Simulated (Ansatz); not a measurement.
# C4H8O: the cost of one run

Method: the levels named in each step, in Ansatz 0.2.0.

### 1 The structure to begin with

Bond lengths: C1–C2 1.524 Å, C2–C3 1.530 Å, C3–C4 1.499 Å, C4–O5 1.198 Å, C1–H6 1.088 Å, C1–H7 1.087 Å, C1–H8 1.088 Å, C2–H9 1.092 Å, C2–H10 1.092 Å, C3–H11 1.091 Å, C3–H12 1.095 Å, C4–H13 1.110 Å. Angles (14 of 21 angles, heavy atoms first): C1–C2–C3 111.6°, C2–C3–C4 111.8°, C3–C4–O5 125.7°, C1–C2–H9 109.5°, C1–C2–H10 109.4°, C3–C2–H9 109.3°, C3–C2–H10 109.2°, C2–C1–H6 110.7°, C2–C1–H7 110.3°, C2–C1–H8 110.6°, C2–C3–H11 111.0°, C2–C3–H12 109.1°, C4–C3–H11 109.6°, C4–C3–H12 107.0°.

Coordinates:

```xyz
13

C     2.4779    0.1433    0.3369
C     1.1603   -0.4856   -0.0984
C    -0.0098    0.4866    0.0648
C    -1.2933   -0.0955   -0.4450
O    -2.3511   -0.0561    0.1162
H     2.7012    1.0225   -0.2637
H     3.2921   -0.5679    0.2202
H     2.4317    0.4430    1.3813
H     1.2315   -0.7922   -1.1444
H     0.9700   -1.3788    0.5001
H    -0.1307    0.7818    1.1083
H     0.1885    1.3877   -0.5244
H    -1.1905   -0.5886   -1.4336
```

### 2 A rough first relaxation, PBE-D4/def2-SVP

Input file input.yaml:

```yaml
crystal:
  periodic: [false, false, false]
  atoms:
    - { symbol: C, position_ang: [2.47795, 0.14333, 0.33689] }
    - { symbol: C, position_ang: [1.16033, -0.48556, -0.09838] }
    - { symbol: C, position_ang: [-0.00982, 0.48663, 0.06478] }
    - { symbol: C, position_ang: [-1.29335, -0.0955, -0.44501] }
    - { symbol: O, position_ang: [-2.35107, -0.05607, 0.11623] }
    - { symbol: H, position_ang: [2.70124, 1.02254, -0.2637] }
    - { symbol: H, position_ang: [3.29213, -0.56795, 0.22023] }
    - { symbol: H, position_ang: [2.43171, 0.44301, 1.38131] }
    - { symbol: H, position_ang: [1.2315, -0.79224, -1.14438] }
    - { symbol: H, position_ang: [0.97003, -1.37884, 0.50007] }
    - { symbol: H, position_ang: [-0.1307, 0.78181, 1.10828] }
    - { symbol: H, position_ang: [0.18851, 1.38765, -0.52438] }
    - { symbol: H, position_ang: [-1.19045, -0.5886, -1.43364] }
basis:
  gaussian: { orbitals: def2-SVP }
hamiltonian:
  xc: pbe
  dispersion: d4
relax:
  f_tol: 0.03
  max_steps: 200
```

Started as:

```
$ ansatz run input.yaml --threads 4 --pin off --max-ram 10240MiB --backend cpu --events-out ev --progress --plain --runs-dir out
```

Q: Estimate wall time and peak memory on 4 threads of Intel Xeon Platinum 8259CL at 2.50GHz (Skylake/Cascade Lake), shared host.

About 7.9 s, with a peak of 0.16 GiB.
